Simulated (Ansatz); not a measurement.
in.yaml

```yaml
crystal:
  periodic: [false, false, false]
  atoms:
    - {symbol: Cl, position_ang: [-1.423022, 0.022748, 0.000000]}
    - {symbol: H, position_ang: [0.154978, 0.022748, 0.000000]}
    - {symbol: Si, position_ang: [1.714978, 0.022748, 0.000000]}
    - {symbol: H, position_ang: [2.111412, -1.456765, 0.000000]}
basis:
  gaussian: {orbitals: "6-31G*"}
magnetization: {spin_polarized: true, initial_magnetization: 1}
correlation: {method: mp2, electrons: outside_noble_gas}
output: {forces: true}
```

```sh
$ ansatz run in.yaml --threads 1 --pin off --events-out ev --progress --plain --max-ram 2393MiB
```

Task: Roughly how long does this take on 1 thread of Arm Neoverse V1, shared host, and how much host memory?

Result: 2 s wall and 0.17 GiB.

```
393 factors; integrals over basis functions are off by at most 9.8e-4 eV
mean field evaluation 1: about -20391.5781 eV, gradient 1.2e1 eV
mean field evaluation 2: about -20391.5962 eV, gradient 1.2e1 eV
mean field evaluation 4: about -20393.0158 eV, gradient 1.7e0 eV
mean field evaluation 8: about -20393.1512 eV, gradient 3.7e-1 eV
mean field evaluation 16: about -20393.1621 eV, gradient 1.6e-6 eV
mean field evaluation 32: about -20393.1355 eV, gradient 1.7e-1 eV
mean field evaluation 64: about -20390.2414 eV, gradient 1.1e-6 eV
mean field evaluation 96: about -20393.1903 eV, gradient 1.3e-1 eV
mean field evaluation 128: about -20392.8122 eV, gradient 6.8e-2 eV
mean field -20393.19164417 eV, -749.4359699216 hartree, gradient 2.1e-6 eV, S^2 1.013536; 11 other end points of the search recorded, 0 dependent functions left out
10 core orbitals not correlated: weight in the atoms' cores, before any rotation towards them, 1.000 or more for the frozen orbitals, at most 0.000 for the correlated occupied ones
reference -20393.19164417 eV, -749.4359699216 hartree; 7, 6 occupied and 25, 26 virtual orbitals, 393 factors
second order -5.07283080 eV of doubles, -0.00000000 eV of singles
the calculation of the forces begins
WARN: the results are in doubt because the forces break the atoms' symmetry
Total energy: -20398.26447497 eV, -749.6223930150 hartree
Atom 0 at    -1.423022     0.022748     0.000000 Å, force     0.110504    -0.119185    -0.044368 eV/Å
Atom 1 at     0.154978     0.022748     0.000000 Å, force    -2.207408    -0.066935     0.089248 eV/Å
Atom 2 at     1.714978     0.022748     0.000000 Å, force     2.454120     0.059785    -0.044880 eV/Å
Atom 3 at     2.111412    -1.456765     0.000000 Å, force    -0.357216     0.126335    -0.000000 eV/Å
Dipole moment:     0.927070    -0.142412     0.003953 e Å
In doubt: the forces break the atoms' symmetry
```
